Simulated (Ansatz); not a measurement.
# BNSi: the cost of one run

Method: def2-TZVPP, core rule «outside noble gas», up to 7 orbitals frozen; program: Ansatz 0.2.0, Gaussian basis.

To be run: UHF; ROHF; CCSD(T) on UHF.

2 further runs of the same task are left out: 2 set aside as unsound or not needed.

### 1 The system

The geometry is a PBE0/def2-TZVP stationary point (not a proven minimum) of the parent state, kept for this charge and spin.

3 atoms, charge 0, spin multiplicity 5.

Atoms are counted from 1 here; the program's logs count them from 0.

Bond lengths: B1–Si2 1.862 Å, Si2–N3 1.606 Å. Angles: B1–Si2–N3 180.0°.

### 2 UHF

in.yaml

```yaml
crystal:
  periodic: [false, false, false]
  atoms:
    - {symbol: B, position_ang: [0.000000, 0.000000, 1.776800]}
    - {symbol: Si, position_ang: [0.000000, 0.000000, -0.085500]}
    - {symbol: N, position_ang: [0.000000, 0.000000, -1.691300]}
basis:
  gaussian: {orbitals: def2-TZVPP}
magnetization: {spin_polarized: true, initial_magnetization: 4}
hamiltonian: {xc: hf}
output: {orbitals: {seedname: orbitals}}
```

The run is started by

```bash
> ansatz run in.yaml --threads 1 --pin off --events-out ev --progress --plain --max-ram 2816MiB --backend cpu
```

Q: Estimate wall time and peak memory on 1 thread of AMD EPYC 7R13, shared host.

About 5.5 s, with a peak of 0.25 GiB.
